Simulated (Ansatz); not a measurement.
`CCC#CCC`. Charge 0, multiplicity 1. Geometry: relaxed with PBE0-D4/def2-TZVP.

```xyz
16

C     1.261   -1.144    2.118
C     0.552   -1.863    0.973
C    -0.021   -0.947   -0.001
C    -0.488   -0.172   -0.794
C    -1.042    0.788   -1.737
C    -0.764    2.236   -1.342
H     0.568   -0.495    2.655
H     1.676   -1.865    2.825
H     2.076   -0.524    1.740
H     1.255   -2.533    0.466
H    -0.241   -2.503    1.374
H    -2.123    0.628   -1.818
H    -0.631    0.591   -2.733
H    -1.193    2.460   -0.364
H     0.310    2.422   -1.287
H    -1.195    2.922   -2.074
```

Question: What is the dipole moment at ωB97M-V/def2-TZVPP? (Best estimate.)

Answer: Ansatz gave: 0.14 D, with components (0.05, 0.10, 0.07) D in this frame, pointing from negative to positive charge.

Question: And with PBE, r2SCAN, B3LYP? (An estimate is asked.)

Answer: Computed: PBE 0.12 D, r2SCAN 0.15 D, B3LYP 0.12 D.

Question: Give the Mulliken charges with ωB97M-V, PBE, r2SCAN in def2-TZVPP. (Estimate.)

Answer: The calculation gave: 
| atom | ωB97M-V | PBE | r2SCAN |
| --- | --- | --- | --- |
| C1 | -0.29 | -0.23 | -0.11 |
| C2 | -0.20 | -0.19 | -0.15 |
| C3 | -0.05 | -0.01 | 0.03 |
| C4 | -0.05 | -0.01 | 0.03 |
| C5 | -0.20 | -0.19 | -0.15 |
| C6 | -0.29 | -0.23 | -0.11 |
| H7 | 0.11 | 0.09 | 0.05 |
| H8 | 0.10 | 0.08 | 0.04 |
| H9 | 0.11 | 0.09 | 0.05 |
| H10 | 0.11 | 0.09 | 0.05 |
| H11 | 0.11 | 0.09 | 0.05 |
| H12 | 0.11 | 0.09 | 0.05 |
| H13 | 0.11 | 0.09 | 0.05 |
| H14 | 0.11 | 0.09 | 0.05 |
| H15 | 0.11 | 0.09 | 0.05 |
| H16 | 0.10 | 0.08 | 0.04 |

B3LYP here is the variant with VWN-RPA as its local correlation; programs differ in this.
